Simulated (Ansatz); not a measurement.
Molecule: ClF (charge 0, singlet). 
Geometry from a B3LYP-D3(BJ)/def2-TZVP (Ansatz, a quantum-chemistry and plane-wave program) optimisation:
```xyz
2

F      0.0000     0.0000    -1.0729
Cl     0.0000     0.0000     0.5680
```
Charge 0, spin multiplicity 1.

Basis-set convergence of Hartree-Fock and CCSD(T) correlation energies (hartree) with Ansatz. Valence correlation only, unless marked. No spin-orbit coupling. No relativistic terms.

| basis | functions | E(HF) | E(corr, CCSD(T)) |
|---|---|---|---|
| def2-SVP | 32 | -558.60618 | -0.34842 |
| def2-TZVPP | 73 | -558.89994 | -0.47976 |
| def2-QZVPP | 127 | -558.91803 | -0.52400 |

Extrapolating the two largest sets (X = 3 and 4) as X^-3: E(corr) = (64·(-0.52400) - 27·(-0.47976))/37 = -0.5563 Eh, an estimate of the basis-set limit. The largest set recovers 94.2 % of it, the smallest 62.6 %.
